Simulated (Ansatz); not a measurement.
# MgO: geometry and frequencies at several levels

The task here is to estimate one member of a computed series from the others.

Method: the levels named in each step, in Ansatz 0.2.0.

### Starting point

Bond lengths: O1–Mg2 1.642 Å.

Coordinates:

```xyz
2

O     0.0000    0.0000    0.0000
Mg    0.0000    0.0000    1.6422
```

The first run:

The input, input.yaml:

```yaml
crystal:
  periodic: [false, false, false]
  atoms:
    - { symbol: O, position_ang: [0.0, 0.0, -0.04522586] }
    - { symbol: Mg, position_ang: [0.0, 0.0, 1.68745586] }
basis:
  gaussian: { orbitals: def2-TZVPP }
hamiltonian:
  xc: pbe0
  dispersion: d4
phonons: {}
```

On the command line:

```bash
ansatz run input.yaml --threads 1 --pin off --max-ram 2560MiB --backend cpu --events-out ev --progress --plain --runs-dir out
```

Steps of the session up to this table: Frequencies, PBE0-D4/def2-TZVPP; Relaxation, PBE-D4/def2-TZVPP; Frequencies, PBE-D4/def2-TZVPP; Relaxation, r2SCAN-D4/def2-TZVPP; Frequencies, r2SCAN-D4/def2-TZVPP; Relaxation, B3LYP-D4/def2-TZVPP; Frequencies, B3LYP-D4/def2-TZVPP; Relaxation, B2PLYP/def2-TZVPP; Frequencies, B2PLYP/def2-TZVPP.

One of the session's tables, all rows but one given; the rest of the session is left out.

| level | O1–Mg2 (Å) | rotational constants (MHz) | dipole (D) | highest frequency (cm⁻¹) |
| --- | --- | --- | --- | --- |
| PBE0-D4/def2-TZVPP | 1.7327 | 17543 | 7.57 | 830 |
| PBE-D4/def2-TZVPP | 1.7505 | 17188 | 6.94 | 801 |
| r2SCAN-D4/def2-TZVPP | ? | ? | ? | ? |
| B3LYP-D4/def2-TZVPP | 1.7392 | 17412 | 7.35 | 816 |
| B2PLYP/def2-TZVPP | 1.7450 | 17297 | 6.87 | 837 |

Q: Estimate the row for r2SCAN-D4/def2-TZVPP from the others.

**Answer.** O1–Mg2 (Å): 1.7364; rotational constants (MHz): 17468; dipole (D): 7.32; highest frequency (cm⁻¹): 835. In the column «O1–Mg2 (Å)» it lies between PBE0-D4/def2-TZVPP (1.7327) and B3LYP-D4/def2-TZVPP (1.7392).
